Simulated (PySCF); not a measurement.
**Molecular orbitals of SiP**

PBE0 at R = 2.073 Å; basis Si def2-TZVP, P def2-TZVP; no relativity; PySCF 2.14. State: ²Π (doublet), unpaired electrons π ↑. Only the outer orbitals are listed, counted within each symmetry.

```tsv
spin	orbital	occ.	ε (eV)	on Si (%)	main shells (%)
α	7σ	1	-17.33	28	68 P s, 21 Si s
α	8σ	1	-11.47	59	56 Si s, 23 P s, 17 P p
α	3π	1	-7.93	30	69 P p, 26 Si p
α	9σ	1	-7.11	53	44 P p, 36 Si p, 16 Si s
α	3π	1	-7.07	34	65 P p, 31 Si p
α	4π	0	-2.59	72	71 Si p, 26 P p
α	4π	0	-2.07	69	67 Si p, 29 P p
α	10σ	0	1.09	99	98 Si p, 27 P p
β	7σ	1	-16.41	32	64 P s, 25 Si s
β	8σ	1	-11.08	58	54 Si s, 26 P s, 16 P p
β	9σ	1	-6.96	52	45 P p, 37 Si p, 15 Si s
β	3π	1	-6.81	38	61 P p, 35 Si p
β	3π	0	-4.60	45	54 P p, 43 Si p
β	4π	0	-2.00	65	62 Si p, 34 P p
β	4π	0	-1.56	58	55 Si p, 40 P p
```

**Question.** Which are the highest filled and the lowest empty level, where do they sit, and how wide is the gap?

**Answer.** Highest filled β 3π at -6.81 eV (in %: 61 P p, 35 Si p); lowest empty β 3π at -4.60 eV (in %: 54 P p, 43 Si p); the gap at PBE0 is 2.21 eV. Both belong to one degenerate shell, split only by its one-sided filling, so this is no excitation gap.

The bond order (Mayer) is 2.27, the ⟨S²⟩ is 0.757 and the charge on Si (Mulliken, basis-dependent) is 0.16. The charge on Si (Löwdin, basis-dependent) is -0.06, the dipole moment (positive dipole means Si(−)P(+)) is -0.95 D and the polarisability along the bond is 81.3 bohr³. The polarisability across the bond is 49.1 bohr³.

The state was picked by a PBE0 search and need not be the measured ground state.
